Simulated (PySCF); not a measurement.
# ³³S chemical shifts

Theory: geometry from GFN2-xTB, shielding tensors at PBE0/pcSseg-1 (GIAO), in PySCF 2.14.0 with density-fitted response routines (a single conformation, isolated molecule, relativity neglected, averaged over atoms made equivalent by symmetry, fast rotation or ring inversion).

Shieldings were converted by a linear fit to measured shifts: ³³S (scatter 33.3 ppm rms vs sulfate, solution or neat liquid). Occasional misses reach two or three times the rms, and more in compound classes unlike the fitted ones.

(1) Give the ³³S shifts of `C=CC[P@](=O)(O)c1ccsc1`.

(2) Match the shifts 191, 78, -102, -480, -621 ppm to `C[C@]([SiH3])(CN)[SiH2]S[SiH3]`, `c1ccsc1`, `O=C=CS[SiH2]C=O`, `Fc1nnsc1C(F)(F)F`, `C=CC=C=S`.

Results:

(1) 
```json
{"compound": "C=CC[P@](=O)(O)c1ccsc1", "environment": "aromatic ring sulfur", "δ (ppm)": "-86"}
```

(2) 191: Fc1nnsc1C(F)(F)F (aromatic ring sulfur); 78: C=CC=C=S (thione sulfur); -102: c1ccsc1 (aromatic ring sulfur); -480: O=C=CS[SiH2]C=O (sulfur bonded to C, Si); -621: C[C@]([SiH3])(CN)[SiH2]S[SiH3] (sulfur bonded to 2 Si).
